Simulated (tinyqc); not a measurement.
Inside a calculation (part 2 of 3). Method: UHF in the sto-3g basis, for H2O+, spin multiplicity 2. Computed by tinyqc, a small Python program that keeps every step (integrals from PySCF). Command: `OMP_NUM_THREADS=1 python tinyqc.py 22452 22453 out.jsonl` (the two numbers bound the seeds that draw the settings). One thread of a shared host (Intel(R) Xeon(R) Processor @ 2.60GHz), about 0.2 s of CPU time with the checks.

Geometry (angstrom):

| atom | x | y | z |
|---|---|---|---|
| O | 0.000000 | 0.000000 | 0.000000 |
| H | 0.000000 | 0.947000 | 0.911000 |
| H | 0.000000 | -0.943000 | 0.906000 |

## Iteration 2: building the Fock matrix

D(alpha) after iteration 1:
```
            1O 1s      1O 2s    1O 2px     1O 2py     1O 2pz      2H 1s      3H 1s
1O 1s    1.052637  -0.221208  0.000000  -0.000283   0.041736  -0.024210  -0.024419
1O 2s   -0.221208   0.940502  0.000000   0.001388  -0.195054   0.065622   0.065839
1O 2px   0.000000   0.000000  1.000000   0.000000   0.000000   0.000000   0.000000
1O 2py  -0.000283   0.001388  0.000000   0.650826   0.001004   0.248192  -0.248237
1O 2pz   0.041736  -0.195054  0.000000   0.001004   0.752572   0.193588   0.193844
2H 1s   -0.024210   0.065622  0.000000   0.248192   0.193588   0.159211  -0.029640
3H 1s   -0.024419   0.065839  0.000000  -0.248237   0.193844  -0.029640   0.160174
```

D(beta) after iteration 1:
```
            1O 1s      1O 2s    1O 2px     1O 2py     1O 2pz      2H 1s      3H 1s
1O 1s    1.050968  -0.213527  0.000000  -0.000298   0.046747  -0.028786  -0.029019
1O 2s   -0.213527   0.905666  0.000000   0.001449  -0.216059   0.083372   0.083675
1O 2px   0.000000   0.000000  0.000000   0.000000   0.000000   0.000000   0.000000
1O 2py  -0.000298   0.001449  0.000000   0.625521   0.000909   0.257050  -0.256908
1O 2pz   0.046747  -0.216059  0.000000   0.000909   0.745737   0.194158   0.194304
2H 1s   -0.028786   0.083372  0.000000   0.257050   0.194158   0.178941  -0.031742
3H 1s   -0.029019   0.083675  0.000000  -0.256908   0.194304  -0.031742   0.179873
```

core Hamiltonian H = T + V (hartree):
```
             1O 1s      1O 2s     1O 2px     1O 2py     1O 2pz      2H 1s      3H 1s
1O 1s   -32.422624  -7.542198   0.000000   0.000061  -0.011473  -0.748986  -0.759909
1O 2s    -7.542198  -9.050266   0.000000   0.000741  -0.143548  -1.956745  -1.979791
1O 2px    0.000000   0.000000  -7.219059   0.000000   0.000000   0.000000   0.000000
1O 2py    0.000061   0.000741   0.000000  -7.277963   0.000376  -1.101219   1.113303
1O 2pz   -0.011473  -0.143548   0.000000   0.000376  -7.273500  -1.092175  -1.102543
2H 1s    -0.748986  -1.956745   0.000000  -1.101219  -1.092175  -3.939662  -0.731936
3H 1s    -0.759909  -1.979791   0.000000   1.113303  -1.102543  -0.731936  -3.954418
```

nuclear repulsion = 6.73893597 hartree

Given earlier and not repeated: Two-electron integrals (ij|kl) in chemists' order.

J_ij = sum D_kl (ij|kl) with D = D(alpha) + D(beta), K_ij = sum D_kl (ik|jl) for each spin; F = H + J - K(s); E = tr D H + tr D J / 2 - 0.5 sum_s tr D(s) K(s) + E_nn.

Coulomb J (hartree):
```
            1O 1s      1O 2s    1O 2px     1O 2py     1O 2pz     2H 1s      3H 1s
1O 1s   16.490704   3.070533  0.000000   0.000053  -0.010099  0.303378   0.307803
1O 2s    3.070533   7.462873  0.000000  -0.000026  -0.002209  1.592283   1.611307
1O 2px   0.000000   0.000000  7.403414   0.000000   0.000000  0.000000   0.000000
1O 2py   0.000053  -0.000026  0.000000   7.473994  -0.000083  0.970331  -0.981322
1O 2pz  -0.010099  -0.002209  0.000000  -0.000083   7.488081  0.939456   0.948830
2H 1s    0.303378   1.592283  0.000000   0.970331   0.939456  3.675003   0.603081
3H 1s    0.307803   1.611307  0.000000  -0.981322   0.948830  0.603081   3.690138
```

exchange K(alpha) (hartree):
```
            1O 1s      1O 2s    1O 2px     1O 2py     1O 2pz     2H 1s      3H 1s
1O 1s    4.893956   0.838015  0.000000  -0.000016   0.001762  0.088019   0.089270
1O 2s    0.838015   1.326195  0.000000   0.000323  -0.064376  0.330841   0.334470
1O 2px   0.000000   0.000000  1.142014   0.000000   0.000000  0.000000   0.000000
1O 2py  -0.000016   0.000323  0.000000   0.975876   0.000162  0.225189  -0.226839
1O 2pz   0.001762  -0.064376  0.000000   0.000162   1.030751  0.207337   0.208823
2H 1s    0.088019   0.330841  0.000000   0.225189   0.207337  0.341799   0.092669
3H 1s    0.089270   0.334470  0.000000  -0.226839   0.208823  0.092669   0.345872
```

exchange K(beta) (hartree):
```
            1O 1s      1O 2s    1O 2px     1O 2py     1O 2pz     2H 1s      3H 1s
1O 1s    4.866997   0.799292  0.000000  -0.000013   0.001379  0.083190   0.084375
1O 2s    0.799292   1.129476  0.000000   0.000349  -0.077851  0.305750   0.308986
1O 2px   0.000000   0.000000  0.256964   0.000000   0.000000  0.000000   0.000000
1O 2py  -0.000013   0.000349  0.000000   0.908346   0.000090  0.224089  -0.225618
1O 2pz   0.001379  -0.077851  0.000000   0.000090   0.974747  0.202798   0.204193
2H 1s    0.083190   0.305750  0.000000   0.224089   0.202798  0.354405   0.090696
3H 1s    0.084375   0.308986  0.000000  -0.225618   0.204193  0.090696   0.358259
```

F(alpha) (hartree):
```
             1O 1s      1O 2s     1O 2px     1O 2py     1O 2pz      2H 1s      3H 1s
1O 1s   -20.825875  -5.309680   0.000000   0.000131  -0.023334  -0.533627  -0.541376
1O 2s    -5.309680  -2.913587   0.000000   0.000392  -0.081380  -0.695304  -0.702954
1O 2px    0.000000   0.000000  -0.957659   0.000000   0.000000   0.000000   0.000000
1O 2py    0.000131   0.000392   0.000000  -0.779845   0.000131  -0.356078   0.358819
1O 2pz   -0.023334  -0.081380   0.000000   0.000131  -0.816170  -0.360057  -0.362535
2H 1s    -0.533627  -0.695304   0.000000  -0.356078  -0.360057  -0.606458  -0.221524
3H 1s    -0.541376  -0.702954   0.000000   0.358819  -0.362535  -0.221524  -0.610152
```

F(beta) (hartree):
```
             1O 1s      1O 2s     1O 2px     1O 2py     1O 2pz      2H 1s      3H 1s
1O 1s   -20.798917  -5.270957   0.000000   0.000128  -0.022951  -0.528797  -0.536480
1O 2s    -5.270957  -2.716868   0.000000   0.000366  -0.067905  -0.670212  -0.677470
1O 2px    0.000000   0.000000  -0.072609   0.000000   0.000000   0.000000   0.000000
1O 2py    0.000128   0.000366   0.000000  -0.712315   0.000204  -0.354978   0.357598
1O 2pz   -0.022951  -0.067905   0.000000   0.000204  -0.760166  -0.355518  -0.357905
2H 1s    -0.528797  -0.670212   0.000000  -0.354978  -0.355518  -0.619064  -0.219551
3H 1s    -0.536480  -0.677470   0.000000   0.357598  -0.357905  -0.219551  -0.622539
```

total energy of this density = -74.54462818 hartree

## Iteration 2: DIIS over 2 matrices

error matrix X^T (FDS - SDF) X (alpha):
```
           1          2          3         4          5          6          7
1   0.000000  -0.000648   0.086257  0.000000  -0.025417  -0.000857  -0.056019
2   0.000648   0.000000   0.001203  0.000000  -0.000464   0.036475  -0.000621
3  -0.086257  -0.001203   0.000000  0.000000  -0.018838   0.000174   0.001767
4   0.000000   0.000000   0.000000  0.000000   0.000000   0.000000   0.000000
5   0.025417   0.000464   0.018838  0.000000   0.000000  -0.000045  -0.012753
6   0.000857  -0.036475  -0.000174  0.000000   0.000045   0.000000   0.000046
7   0.056019   0.000621  -0.001767  0.000000   0.012753  -0.000046   0.000000
```

B (overlaps of the stored error matrices):
```
               1              2
1  5.0539844e-01  1.1977346e-01
2  1.1977346e-01  5.0874603e-02
```

Minimise |sum c_i e_i|^2 with sum c_i = 1: solve [B -1; -1 0][c; lambda] = [0; -1] with B_ij = tr e_i^T e_j summed over both spins, and take F = sum c_i F_i.

DIIS coefficients: -0.217535  1.217535

extrapolated F(alpha) (hartree):
```
             1O 1s      1O 2s     1O 2px     1O 2py     1O 2pz      2H 1s      3H 1s
1O 1s   -20.914865  -5.326099   0.000000   0.000118  -0.023504  -0.535879  -0.543657
1O 2s    -5.326099  -2.964156   0.000000   0.000401  -0.074655  -0.699633  -0.707286
1O 2px    0.000000   0.000000  -1.006257   0.000000   0.000000   0.000000   0.000000
1O 2py    0.000118   0.000401   0.000000  -0.805238   0.000129  -0.365985   0.368713
1O 2pz   -0.023504  -0.074655   0.000000   0.000129  -0.847329  -0.369307  -0.371748
2H 1s    -0.535879  -0.699633   0.000000  -0.365985  -0.369307  -0.612462  -0.219024
3H 1s    -0.543657  -0.707286   0.000000   0.368713  -0.371748  -0.219024  -0.616286
```

extrapolated F(beta) (hartree):
```
             1O 1s      1O 2s     1O 2px     1O 2py     1O 2pz      2H 1s      3H 1s
1O 1s   -20.887367  -5.287177   0.000000   0.000115  -0.023038  -0.531026  -0.538738
1O 2s    -5.287177  -2.763913   0.000000   0.000369  -0.058248  -0.675367  -0.682622
1O 2px    0.000000   0.000000  -0.120142   0.000000   0.000000   0.000000   0.000000
1O 2py    0.000115   0.000369   0.000000  -0.733338   0.000218  -0.365572   0.368164
1O 2pz   -0.023038  -0.058248   0.000000   0.000218  -0.789463  -0.364672  -0.367012
2H 1s    -0.531026  -0.675367   0.000000  -0.365572  -0.364672  -0.629246  -0.217743
3H 1s    -0.538738  -0.682622   0.000000   0.368164  -0.367012  -0.217743  -0.632837
```

## Iteration 2: diagonalisation and new density

X:
```
                1          2          3         4          5          6          7
1O 1s   -0.425222  -0.009597   0.680161  0.000000   0.610836   0.002332   0.216734
1O 2s    0.906207   0.014816  -0.296479  0.000000   0.342602   0.002200   0.459176
1O 2px   0.000000   0.000000   0.000000  1.000000   0.000000   0.000000   0.000000
1O 2py  -0.014048   0.753164   0.000853  0.000000  -0.000477   0.722865  -0.002364
1O 2pz   0.445430   0.006310   0.693247  0.000000  -0.576736   0.000528   0.243705
2H 1s   -0.532740  -0.702687  -0.229187  0.000000  -0.189599   0.394229   0.393679
3H 1s   -0.560753   0.684947  -0.226504  0.000000  -0.187524  -0.390439   0.397334
```

overlap S:
```
           1O 1s     1O 2s    1O 2px     1O 2py    1O 2pz     2H 1s      3H 1s
1O 1s   1.000000  0.236704  0.000000   0.000000  0.000000  0.023293   0.023633
1O 2s   0.236704  1.000000  0.000000   0.000000  0.000000  0.274491   0.277418
1O 2px  0.000000  0.000000  1.000000   0.000000  0.000000  0.000000   0.000000
1O 2py  0.000000  0.000000  0.000000   1.000000  0.000000  0.187266  -0.189037
1O 2pz  0.000000  0.000000  0.000000   0.000000  1.000000  0.180147   0.181620
2H 1s   0.023293  0.274491  0.000000   0.187266  0.180147  1.000000   0.142421
3H 1s   0.023633  0.277418  0.000000  -0.189037  0.181620  0.142421   1.000000
```

A level shift of 0.2 hartree raises the virtual space: F + shift (S - S D(s) S), with D(s) the density of one spin. Diagonalise F' = X^T F X, C = X C', fill 5 alpha and 4 beta electrons from the bottom; D(s) = C_occ C_occ^T. Each column has its largest component positive (the first on a tie).

F' = X^T F X (alpha) (hartree):
```
           1          2          3          4           5          6          7
1  -1.427940  -0.040596   3.171676   0.000000    3.018848   0.011762   1.001949
2  -0.040596   0.126599   0.082417   0.000000    0.083185  -0.094915   0.032434
3   3.171676   0.082417  -7.859932   0.000000   -8.104206  -0.034243  -4.130583
4   0.000000   0.000000   0.000000  -1.006257    0.000000   0.000000   0.000000
5   3.018848   0.083185  -8.104206   0.000000  -10.405835  -0.039688  -4.954357
6   0.011762  -0.094915  -0.034243   0.000000   -0.039688  -0.956582  -0.020060
7   1.001949   0.032434  -4.130583   0.000000   -4.954357  -0.020060  -3.820114
```

orbital energies (alpha) (hartree): MO1 -20.923055, MO2 -1.726883, MO3 -1.006257, MO4 -0.964739, MO5 -0.945271, MO6 0.080115, MO7 0.136029

coefficients C (alpha):
```
              MO1        MO2       MO3        MO4        MO5        MO6        MO7
1O 1s    0.994612  -0.251320  0.000000  -0.001940   0.062548   0.085319   0.003691
1O 2s    0.022499   0.961671  0.000000   0.009494  -0.299385  -0.471251  -0.020913
1O 2px   0.000000   0.000000  1.000000   0.000000   0.000000   0.000000   0.000000
1O 2py  -0.000019  -0.000377  0.000000   0.785301   0.020203  -0.025132   0.687209
1O 2pz   0.002336   0.082545  0.000000  -0.020254   0.837456  -0.601571  -0.024643
2H 1s   -0.003167   0.091024  0.000000   0.324051   0.258140   0.713858  -0.697797
3H 1s   -0.003211   0.092057  0.000000  -0.336932   0.242196   0.658962   0.751988
```

F' = X^T F X (beta) (hartree):
```
           1          2          3         4           5          6          7
1  -1.316456  -0.039004   3.150865  0.000000    3.048254   0.011245   1.109990
2  -0.039004   0.150131   0.082098  0.000000    0.083577  -0.041584   0.034090
3   3.150865   0.082098  -7.826688  0.000000   -8.132677  -0.034084  -4.130930
4   0.000000   0.000000   0.000000  0.079858    0.000000   0.000000   0.000000
5   3.048254   0.083577  -8.132677  0.000000  -10.350972  -0.039490  -4.912033
6   0.011245  -0.041584  -0.034084  0.000000   -0.039490  -0.924988  -0.019964
7   1.109990   0.034090  -4.130930  0.000000   -4.912033  -0.019964  -3.748575
```

orbital energies (beta) (hartree): MO1 -20.894148, MO2 -1.551286, MO3 -0.926470, MO4 -0.900728, MO5 0.079858, MO6 0.102208, MO7 0.152877

coefficients C (beta):
```
              MO1        MO2        MO3        MO4       MO5        MO6        MO7
1O 1s    0.995139  -0.242380  -0.001908   0.074625  0.000000   0.094768   0.004632
1O 2s    0.020379   0.924939   0.009158  -0.350340  0.000000  -0.508095  -0.025390
1O 2px   0.000000   0.000000   0.000000   0.000000  1.000000   0.000000   0.000000
1O 2py  -0.000018  -0.000483   0.751437   0.015159  0.000000  -0.031045   0.723977
1O 2pz   0.002188   0.089288  -0.015420   0.820553  0.000000  -0.623452  -0.029003
2H 1s   -0.002883   0.133514   0.359966   0.267178  0.000000   0.706326  -0.677322
3H 1s   -0.002922   0.135022  -0.370064   0.253240  0.000000   0.644521   0.738688
```

D(alpha) after iteration 2:
```
            1O 1s      1O 2s    1O 2px     1O 2py     1O 2pz      2H 1s      3H 1s
1O 1s    1.056331  -0.238053  0.000000  -0.000185   0.033998  -0.010509  -0.010527
1O 2s   -0.238053   1.015039  0.000000   0.001044  -0.171480   0.013257   0.012748
1O 2px   0.000000   0.000000  1.000000   0.000000   0.000000   0.000000   0.000000
1O 2py  -0.000185   0.001044  0.000000   0.617106   0.000982   0.259658  -0.259734
1O 2pz   0.033998  -0.171480  0.000000   0.000982   0.708561   0.217124   0.217244
2H 1s   -0.010509   0.013257  0.000000   0.259658   0.217124   0.179941  -0.038273
3H 1s   -0.010527   0.012748  0.000000  -0.259734   0.217244  -0.038273   0.180667
```

D(beta) after iteration 2:
```
            1O 1s      1O 2s    1O 2px     1O 2py     1O 2pz      2H 1s      3H 1s
1O 1s    1.054622  -0.230069  0.000000  -0.000204   0.041799  -0.015979  -0.016030
1O 2s   -0.230069   0.978749  0.000000   0.001124  -0.204983   0.033127   0.032718
1O 2px   0.000000   0.000000  0.000000   0.000000   0.000000   0.000000   0.000000
1O 2py  -0.000204   0.001124  0.000000   0.564888   0.000809   0.274478  -0.274306
1O 2pz   0.041799  -0.204983  0.000000   0.000809   0.681523   0.225598   0.225553
2H 1s   -0.015979   0.033127  0.000000   0.274478   0.225598   0.218794  -0.047515
3H 1s   -0.016030   0.032718  0.000000  -0.274306   0.225553  -0.047515   0.219317
```
